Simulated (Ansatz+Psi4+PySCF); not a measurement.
```yaml
atoms:
  - { symbol: C, position_ang: [0.6675, 0.0000, 0.0000] }
  - { symbol: C, position_ang: [-0.7175, 0.0000, 0.0000] }
  - { symbol: H, position_ang: [1.2377, 0.9228, 0.0000] }
  - { symbol: H, position_ang: [1.2377, -0.9228, 0.0000] }
  - { symbol: H, position_ang: [-1.2377, 0.9228, 0.0000] }
  - { symbol: H, position_ang: [-1.2377, -0.9228, 0.0000] }
```

Basis set: cc-pVTZ (spherical functions). Left uncorrelated: 2 orbitals. Charge 0, multiplicity 1.

Computed with Ansatz (development build ahead of 0.2.0) and Psi4 1.11; each method stands on the lowest determinant of its kind that the runs found. Restricted open shells among the atoms or ions are ROHF, correlated in semicanonical orbitals with singles.

Question: Give the vertical ionization energy (product with multiplicity 2 at the same shape, open shells in the same class of orbitals) of singlet C2H4 by RHF-MP2, RHF.

Answer:

```csv
method,ionization energy
RHF-MP2,10.43 eV
RHF,8.71 eV
```

Caution: unrestricted orbitals would lower the determinant. Caution for RHF-MP2: MP2 on this radical cation hangs on the determinant chosen.
